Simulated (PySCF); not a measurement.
One of the candidates below gave these computed data.

All candidates are C3H5ClO.

* 1H NMR: chemical shifts (computed TMS as zero) by class: 10.00 (1 H), 3.79 (2 H), 2.82 (2 H) ppm [GIAO PBE0/pcSseg-1]
* 13C NMR: chemical shifts (computed TMS as zero) by class: 204.1 (1 C), 54.0 (1 C), 44.6 (1 C) ppm [GIAO PBE0/pcSseg-1]
* Rotational structure: rotational constants A, B, C: 16.605, 1.637, 1.518 GHz [GFN2-xTB]
* Dipole: 2.03 D [CAM-B3LYP/def2-SVPD]
* UV, strongest line: among the 8 lowest singlet transitions: S7 at 8.13 eV (152 nm, f = 0.122) [TDDFT CAM-B3LYP/def2-SVPD]
* NMR, other nuclei: isotropic shieldings of nuclei other than C and H, by class: -357 (1 O), 882 (1 Cl) ppm [GIAO PBE0/pcSseg-1]
* Triplet: lowest triplet excitation (Tamm–Dancoff): 3.79 eV [TDA CAM-B3LYP/def2-SVPD]

Gas-phase values; electronic properties from PySCF, density fitting. Levels stand in brackets. One conformer (not necessarily the lowest) at the GFN2-xTB geometry, without solvent, vibrations or thermal averaging. NMR classes are plain means over equivalent atoms (diastereotopic ones count apart unless rotation or inversion swaps them), as if these changed places fast.

Task: Which candidate is it?
A. `CCC(=O)Cl`
B. `O=CCCCl`
C. `CO/C=C\Cl`
D. `ClC[C@@H]1CO1`

Result: B. It is `O=CCCCl`. Numbering: `[O:1]=[CH:2][CH2:3][CH2:4][Cl:5]`. Its formula, C3H5ClO, gives 1 degree of unsaturation: 0 rings and 1 π bond in the structure found. 3 carbons fall into 3 classes; from least to most shielded: aldehyde carbon [C2] (204.1 ppm), sp3 carbon next to a carbonyl [C3] (54.0 ppm), sp3 C–Cl carbon [C4] (44.6 ppm). Hydrogen classes from least to most shielded: 1 H on an aldehyde carbon, C2 (10.00 ppm), 2 H on an sp3 C–Cl carbon, C4 (3.79 ppm), 2 H on an sp3 carbon next to a carbonyl, C3 (2.82 ppm). The other shieldings belong to: -357 ppm, aldehyde oxygen [O1]; 882 ppm, alkyl chlorine [Cl5]. The optimised geometry has point group Cs and is an asymmetric top.

The others, at the same levels:
- `CO/C=C\Cl` fails: its computed 13C shifts are 151.1 (1 C), 99.4 (1 C), 60.2 (1 C) ppm, 1H shifts are 6.29 (1 H), 4.93 (1 H), 4.32 (3 H) ppm and rotational constant A is 7.517 GHz (against 16.605 GHz).
- `CCC(=O)Cl` fails: its computed 13C shifts are 184.7 (1 C), 43.6 (1 C), 11.5 (1 C) ppm, 1H shifts are 2.91 (2 H), 1.14 (3 H) ppm and rotational constant A is 8.892 GHz (against 16.605 GHz).
- `ClC[C@@H]1CO1` fails: its computed 13C shifts are 52.6 (1 C), 50.0 (1 C), 45.2 (1 C) ppm, 1H shifts are 4.16 (1 H), 2.88 (1 H), 2.84 (1 H), 2.63 (1 H), 2.30 (1 H) ppm and rotational constant A is 12.910 GHz (against 16.605 GHz).

Each candidate is one conformer, not necessarily the lowest. Dipoles, sizes and rotational constants follow the conformer. The torsions of the flexible species, by atom-mapped SMILES:
- `[O:1]=[CH:2][CH2:3][CH2:4][Cl:5]`: O1–C2–C3–C4 0°, C2–C3–C4–Cl5 180°
- `[CH3:1][O:2]/[CH:3]=[CH:4]\[Cl:5]`: C1–O2–C3–C4 0°
- `[CH3:1][CH2:2][C:3](=[O:4])[Cl:5]`: C1–C2–C3–O4 0°
- `[Cl:1][CH2:2][C@@H:3]1[CH2:4][O:5]1`: Cl1–C2–C3–C4 -86°
